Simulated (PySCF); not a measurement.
# Lithium: a sound run and one with changed settings

Sound run: Li [He] 2s1, Li⁺ 1s2. All numbers are calculated (PySCF 2.14, the non-relativistic Hamiltonian (point nucleus), in def2-TZVP). The sound run starts from symmetry-adapted Hartree-Fock orbitals and uses a fine grid where one is needed.

Changed run: initial guess minao, at most 2 SCF cycles. This setting is unsound on purpose.

```csv
species,method,sound run (hartree),changed run (hartree),converged
Li,UHF,-7.43268,-7.43222,no
Li,MN15,-7.48745,-7.48504,no
Li,PBE,-7.46192,-7.46191,no
Li⁺,UHF,-7.23637,-7.23637,no
Li⁺,MN15,-7.29990,-7.29990,no
Li⁺,PBE,-7.25663,-7.25662,no
```

The SCF was stopped early; the energies are upper bounds that still move, and correlated levels were skipped or rest on poor orbitals.
